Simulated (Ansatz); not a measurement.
# AlNH (doublet): from Hartree-Fock to the top rungs at distance N2–H3 = 2.195 Å, 6-31G

How much of the correlation energy of AlNH (doublet) does each wave-function method recover here?

Program: Ansatz 0.2.0, Gaussian basis. Level of theory: 6-31G, core rule «outside noble gas», up to 6 orbitals frozen. These are calculated values, not measurements.

To be run: UHF; CCSD(T) on ROHF; CCSD(T) on UHF; BCCD(T) on ROHF; CISD; CCSDT(Q) on ROHF; CCSDT(Q) on UHF; CCSDTQ on ROHF; CASSCF and MRCISD+Q, 3 electrons in 3 orbitals; CASSCF and NEVPT2, 3 electrons in 3 orbitals; CASSCF and MRCISD+Q, 9 electrons in 9 orbitals; CASSCF and NEVPT2, 9 electrons in 9 orbitals; Full CI.

18 further runs of the same task are left out: 1 for a mislabelled method, 1 for a known fault of the program, 15 that didn't finish, 1 set aside as unsound or not needed.

## 1. What is computed

The geometry derives from a PBE0/def2-TZVP stationary point (not a proven minimum). One bond is set to the value named and the two fragments are kept rigid.

3 atoms, charge 0, spin multiplicity 2.

Atoms are counted from 1 here; the program's logs count them from 0.

Bond lengths: Al1–N2 1.737 Å.

## 2. UHF

in.yaml

```yaml
crystal:
  periodic: [false, false, false]
  atoms:
    - {symbol: Al, position_ang: [0.000000, 0.012797, 0.656653]}
    - {symbol: N, position_ang: [0.000000, -0.126540, -1.075177]}
    - {symbol: H, position_ang: [0.000000, 1.415877, -2.636898]}
basis:
  gaussian: {orbitals: 6-31G}
magnetization: {spin_polarized: true, initial_magnetization: 1}
hamiltonian: {xc: hf}
output: {orbitals: {seedname: orbitals}}
```

The run is started by

```bash
> ansatz run in.yaml --threads 1 --pin off --events-out ev --progress --plain --max-ram 2393MiB
```

The runs that follow: CCSD(T) on ROHF; CCSD(T) on UHF; BCCD(T) on ROHF; CISD; CCSDT(Q) on ROHF; CCSDT(Q) on UHF; CCSDTQ on ROHF; CASSCF and MRCISD+Q, 3 electrons in 3 orbitals; CASSCF and NEVPT2, 3 electrons in 3 orbitals; CASSCF and MRCISD+Q, 9 electrons in 9 orbitals; CASSCF and NEVPT2, 9 electrons in 9 orbitals; Full CI.

Before running them: what should the planned runs give, taken together? Wanted: FCI below the RHF energy; RMP2 from FCI; UMP2 from FCI; RCCSD from FCI; RCCSD(T) from FCI; UCCSD(T) from FCI; RCCSDT(Q) from FCI; UCCSDT(Q) from FCI; NEVPT2 pair from FCI.

**Answer**, as computed:

| quantity | value |
| --- | --- |
| FCI below the RHF energy | -6.1457 eV |
| RMP2 from FCI | +1921.8 meV |
| UMP2 from FCI | +1235.8 meV |
| RCCSD from FCI | +413.1 meV |
| RCCSD(T) from FCI | +92.5 meV |
| UCCSD(T) from FCI | +186.3 meV |
| RCCSDT(Q) from FCI | -10.7 meV |
| UCCSDT(Q) from FCI | +13.0 meV |
| NEVPT2 pair from FCI | +1150.7 meV |
| MRCISD+Q pair from FCI | +286.2 meV |
| NEVPT2 valence from FCI | +408.7 meV |
| levels within 1 kcal/mol (43 meV) | RCCSDT(Q), UCCSDT(Q), RCCSDTQ |
| T1 diagnostic | 0.114 |
| effectively unpaired electrons | 2.12 |

RCCSD(T) misses by +92.5 meV, 1.5 % of the correlation energy. CCSD(T) misses by +92.5 meV on the restricted determinant and by +186.3 meV on the unrestricted one; the two need not hold the same state or core. RCCSDT(Q) falls below full CI, which methods that aren't variational can do. With 2.1 effectively unpaired electrons against 1 the state is strongly multireference. Coupled cluster on one determinant still stays close here. Of the multireference levels listed MRCISD+Q valence comes nearest in total energy (+77.7 meV), which doesn't show that its space is the better one. Coupled cluster took another determinant than the lowest Hartree-Fock one. These misses are within one basis, not against nature; the frozen cores of restricted and unrestricted runs differ, which can shift their rows.
